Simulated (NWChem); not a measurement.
System: N₂ cation, doublet

Here is an NWChem input.

```
start job
memory heap 200 mb stack 900 mb global 1100 mb
charge 1
geometry units angstroms noautosym nocenter noautoz
  N      0.000000     0.000000    -0.558486
  N      0.000000     0.000000     0.558486
end
basis spherical
  * library def2-svp
end
dft
  odft
  mult 2
  xc m06-2x
  iterations 150
end
cosmo
  dielec 3.9
end
task dft energy
```

Output (shortened):

```
             Northwest Computational Chemistry Package (NWChem) 7.3.0
             --------------------------------------------------------

                             Geometry "geometry" -> ""
                             -------------------------

 Output coordinates in angstroms (scale by  1.889725989 to convert to a.u.)

  No.       Tag          Charge          X              Y              Z
 ---- ---------------- ---------- -------------- -------------- --------------
    1 N                    7.0000     0.00000000     0.00000000    -0.55848600
    2 N                    7.0000     0.00000000     0.00000000     0.55848600

 Effective nuclear repulsion energy (a.u.)      23.2142660702

                                 NWChem DFT Module
                                 -----------------

 Summary of "ao basis" -> "ao basis" (spherical)
 ------------------------------------------------------------------------------
       Tag                 Description            Shells   Functions and Types
 ---------------- ------------------------------  ------  ---------------------
 N                          def2-svp                 6       14   3s2p1d

 in cosmo_initialize ...

 solvent parameters
 solvname_short: unkn
 solvname_long:  unknown
 dielec:        3.9000

          ---------------
          -cosmo- solvent
          ---------------
 Cosmo: York-Karplus, doi: 10.1021/jp992097l
 dielectric constant -eps-     =   3.90
 screen = (eps-1)/(eps    )    =   0.74359
 surface charge correction     = lagrangian

   van der Waals surface
 --------------------------

 ---------- ATOMIC COORDINATES (A.U.) ------------ VDWR(ANG.) --
     1    0.00000000    0.00000000   -1.05538551     1.830
     2    0.00000000    0.00000000    1.05538551     1.830
 number of segments per atom =         32
 number of   points per atom =         32
 atom (   nspa,  nppa )
 ----------------------
    1 (     24,     0 )       0
    2 (     24,     0 )       0
 number of -cosmo- surface points =       48
 molecular surface =     55.840 angstrom**2
 molecular volume  =     37.757 angstrom**3
 G(cav/disp)       =      1.139 kcal/mol
 -lineq- algorithm             =   0
 -bem- low  level              =   2
 -bem- from -octahedral-
 gaussian surface charge width =   4.50000
 degree of switching           =   1.00000
 switching function tolerance  =   0.00010
 atomic radii =
 --------------
    1  7.000  1.830
    2  7.000  1.830
 ...... end of -cosmo- initialization ......

            General Information
            -------------------
          SCF calculation type: DFT
          Wavefunction type:  spin polarized.
          No. of atoms     :     2
          No. of electrons :    13
           Alpha electrons :     7
            Beta electrons :     6
          Charge           :     1
          Spin multiplicity:     2
          Use of symmetry is: off; symmetry adaption is: off
          Maximum number of iterations: 150
          AO basis - number of functions:    28
                     number of shells:    12
          Convergence on energy requested:  1.00D-06
          Convergence on density requested:  1.00D-05
          Convergence on gradient requested:  5.00D-04

              XC Information
              --------------
                       M06-2X Method XC Functional
                     Hartree-Fock (Exact) Exchange  0.540
                        M06-2X Exchange Functional  1.000
                      M06-2X Correlation Potential  1.000

             Grid Information
             ----------------
          Grid used for XC integration:  medium
          Radial quadrature: Mura-Knowles
          Angular quadrature: Lebedev.
          Tag              B.-S. Rad. Rad. Pts. Rad. Cut. Ang. Pts.
          ---              ---------- --------- --------- ---------
          N                   0.65       49           5.0       434
          Grid pruning is: on
          Number of quadrature shells:    98
          Spatial weights used:  Erf1

      Superposition of Atomic Density Guess
      -------------------------------------

 Sum of atomic energies:        -108.48836318

 Renormalizing density from      14.00 to     13

      Non-variational initial energy
      ------------------------------

 Total energy =    -103.550001
 1-e energy   =    -179.312088
 2-e energy   =      52.547821
 HOMO         =      -0.955966
 LUMO         =      -0.513672

[...]

                                   COSMO solvation results
                                   -----------------------

                 gas phase energy =      -108.808512256717
                 sol phase energy =      -108.904080086626
 (electrostatic) solvation energy =         0.095567829908 (   59.97 kcal/mol)

                    DFT Final Alpha Molecular Orbital Analysis
                    ------------------------------------------

 Vector    5  Occ=1.000000D+00  E=-7.937952D-01
              MO Center=  8.1D-13,  8.2D-13,  1.4D-05, r^2= 1.2D+00
   Bfn.  Coefficient  Atom+Function         Bfn.  Coefficient  Atom+Function
  ----- ------------  ---------------      ----- ------------  ---------------
     6      0.485503  1 N  pz                20     -0.485506  2 N  pz
     3      0.228873  1 N  s                 17      0.228879  2 N  s
     2      0.201376  1 N  s                 16      0.201384  2 N  s
     9     -0.154702  1 N  pz                23      0.154704  2 N  pz
     1      0.087540  1 N  s                 15      0.087544  2 N  s

 Vector    6  Occ=1.000000D+00  E=-7.723384D-01
              MO Center= -8.5D-13, -7.9D-13, -1.5D-06, r^2= 8.3D-01
   Bfn.  Coefficient  Atom+Function         Bfn.  Coefficient  Atom+Function
  ----- ------------  ---------------      ----- ------------  ---------------
     4      0.352274  1 N  px                18      0.352273  2 N  px
     5      0.330097  1 N  py                19      0.330096  2 N  py
     7     -0.153696  1 N  px                21     -0.153695  2 N  px
     8     -0.144020  1 N  py                22     -0.144019  2 N  py
    13      0.029450  1 N  d  1              27     -0.029450  2 N  d  1

 Vector    7  Occ=1.000000D+00  E=-7.723384D-01
              MO Center=  3.5D-14, -2.5D-14, -1.5D-06, r^2= 8.3D-01
   Bfn.  Coefficient  Atom+Function         Bfn.  Coefficient  Atom+Function
  ----- ------------  ---------------      ----- ------------  ---------------
     5     -0.352274  1 N  py                19     -0.352273  2 N  py
     4      0.330097  1 N  px                18      0.330096  2 N  px
     8      0.153696  1 N  py                22      0.153695  2 N  py
     7     -0.144020  1 N  px                21     -0.144019  2 N  px
    11      0.029450  1 N  d -1              25     -0.029450  2 N  d -1

 Vector    8  Occ=0.000000D+00  E=-2.036959D-01
              MO Center= -5.2D-14, -1.1D-13,  1.4D-06, r^2= 1.1D+00
   Bfn.  Coefficient  Atom+Function         Bfn.  Coefficient  Atom+Function
  ----- ------------  ---------------      ----- ------------  ---------------
     5      0.478144  1 N  py                19     -0.478145  2 N  py
     8     -0.429045  1 N  py                22      0.429046  2 N  py
     4      0.243664  1 N  px                18     -0.243664  2 N  px
     7     -0.218643  1 N  px                21      0.218644  2 N  px

 Vector    9  Occ=0.000000D+00  E=-2.036959D-01
              MO Center= -3.0D-14,  2.7D-14,  1.4D-06, r^2= 1.1D+00
   Bfn.  Coefficient  Atom+Function         Bfn.  Coefficient  Atom+Function
  ----- ------------  ---------------      ----- ------------  ---------------
     4      0.478144  1 N  px                18     -0.478145  2 N  px
     7     -0.429045  1 N  px                21      0.429046  2 N  px
     5     -0.243664  1 N  py                19      0.243664  2 N  py
     8      0.218643  1 N  py                22     -0.218644  2 N  py

 Vector   10  Occ=0.000000D+00  E= 3.635233D-01
              MO Center= -4.1D-16, -5.4D-16, -1.6D-06, r^2= 1.9D+00
   Bfn.  Coefficient  Atom+Function         Bfn.  Coefficient  Atom+Function
  ----- ------------  ---------------      ----- ------------  ---------------
     3      3.589227  1 N  s                 17     -3.589230  2 N  s
     9      2.367330  1 N  pz                23      2.367328  2 N  pz
     2      0.514503  1 N  s                 16     -0.514500  2 N  s
     6     -0.355645  1 N  pz                20     -0.355647  2 N  pz
     1      0.158288  1 N  s                 15     -0.158287  2 N  s

                     DFT Final Beta Molecular Orbital Analysis
                     -----------------------------------------

 Vector    4  Occ=1.000000D+00  E=-7.946580D-01
              MO Center= -5.7D-14, -5.8D-14, -2.8D-06, r^2= 1.2D+00
   Bfn.  Coefficient  Atom+Function         Bfn.  Coefficient  Atom+Function
  ----- ------------  ---------------      ----- ------------  ---------------
     2      0.487355  1 N  s                 16     -0.487355  2 N  s
     3      0.385134  1 N  s                 17     -0.385134  2 N  s
     1      0.209477  1 N  s                 15     -0.209477  2 N  s
     6      0.191975  1 N  pz                20      0.191973  2 N  pz
     9     -0.050567  1 N  pz                23     -0.050567  2 N  pz

 Vector    5  Occ=1.000000D+00  E=-7.476547D-01
              MO Center= -3.7D-13, -3.5D-13, -1.4D-06, r^2= 8.3D-01
   Bfn.  Coefficient  Atom+Function         Bfn.  Coefficient  Atom+Function
  ----- ------------  ---------------      ----- ------------  ---------------
     4      0.342614  1 N  px                18      0.342612  2 N  px
     5      0.329659  1 N  py                19      0.329658  2 N  py
     7     -0.156307  1 N  px                21     -0.156307  2 N  px
     8     -0.150397  1 N  py                22     -0.150396  2 N  py
    13      0.031422  1 N  d  1              27     -0.031422  2 N  d  1

[...]
```

Level: M06-2X/def2-SVP, spin-unrestricted, COSMO on the gas-phase geometry. The geometry was optimised at B3LYP/6-31G* (spherical d), spin-unrestricted. No stability test was run on the SCF state. COSMO prints the solvation energy as gas minus solution, so a positive value is a stabilisation.
